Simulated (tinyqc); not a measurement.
Inside a calculation. Method: RKS/PBE0 in the sto-3g basis, for BH2+, spin multiplicity 1. One step of it, computed by the program tinyqc.

Question. Iteration 1: diagonalisation and new density. Diagonalise F' = X^T F X, C = X C', fill 3 alpha and 3 beta electrons from the bottom; D = 2 C_occ C_occ^T. Each column has its largest component positive (the first on a tie).

Kohn-Sham matrix F (hartree), lower triangle:
```
            1B 1s      1B 2s     1B 2px     1B 2py     1B 2pz      2H 1s      3H 1s
1B 1s   -6.319057
1B 2s   -1.919947  -0.961548
1B 2px   0.000000   0.000000  -0.006759
1B 2py   0.000000   0.000000   0.000000  -0.237139
1B 2pz   0.017112  -0.031883   0.000000   0.000000  -0.027551
2H 1s   -0.279127  -0.361264   0.000000  -0.283405  -0.099588  -0.445052
3H 1s   -0.279127  -0.361264   0.000000   0.283405  -0.099588  -0.046023  -0.445052
```

X, lower triangle:
```
            1B 1s      1B 2s    1B 2px     1B 2py     1B 2pz      2H 1s     3H 1s
1B 1s    1.031044
1B 2s   -0.157094   1.154849
1B 2px   0.000000   0.000000  1.000000
1B 2py   0.000000   0.000000  0.000000   1.136864
1B 2pz  -0.005934   0.047164  0.000000   0.000000   1.017641
2H 1s    0.023264  -0.220285  0.000000  -0.236007  -0.082802   1.138047
3H 1s    0.023264  -0.220285  0.000000   0.236007  -0.082802  -0.020238  1.138047
```

Give: F' = X^T F X; orbital energies; coefficients C; D after iteration 1.

Answer.

F' = X^T F X (hartree), lower triangle:
```
         1        2        3        4        5        6        7
1  -6.1415
2  -1.0452  -0.4600
3   0.0000   0.0000  -0.0068
4   0.0000   0.0000   0.0000  -0.0468
5   0.0085   0.0236   0.0000   0.0000  -0.0012
6  -0.0103  -0.1841   0.0000  -0.2321  -0.0822  -0.2827
7  -0.0103  -0.1841   0.0000   0.2321  -0.0822  -0.0309  -0.2827
```

orbital energies (hartree): MO1 -6.3283, MO2 -0.5572, MO3 -0.4932, MO4 -0.1125, MO5 -0.0068, MO6 0.0817, MO7 0.1945

coefficients C:
```
            MO1      MO2      MO3      MO4     MO5      MO6      MO7
1B 1s    0.9877  -0.2037   0.0000  -0.2246  0.0000  -0.1464   0.0000
1B 2s    0.0452   0.5380   0.0000   0.8660  0.0000   0.6452   0.0000
1B 2px   0.0000   0.0000   0.0000   0.0000  1.0000   0.0000   0.0000
1B 2py   0.0000   0.0000   0.4045   0.0000  0.0000   0.0000   1.1137
1B 2pz  -0.0005   0.0764   0.0000  -0.5351  0.0000   0.8714   0.0000
2H 1s   -0.0078   0.4321   0.5201  -0.4573  0.0000  -0.5337  -0.6753
3H 1s   -0.0078   0.4321  -0.5201  -0.4573  0.0000  -0.5337   0.6753
```

D after iteration 1, lower triangle:
```
          1B 1s   1B 2s  1B 2px   1B 2py  1B 2pz    2H 1s   3H 1s
1B 1s    2.0339
1B 2s   -0.1299  0.5829
1B 2px   0.0000  0.0000  0.0000
1B 2py   0.0000  0.0000  0.0000   0.3273
1B 2pz  -0.0322  0.0821  0.0000   0.0000  0.0117
2H 1s   -0.1915  0.4642  0.0000   0.4208  0.0660   0.9145
3H 1s   -0.1915  0.4642  0.0000  -0.4208  0.0660  -0.1674  0.9145
```
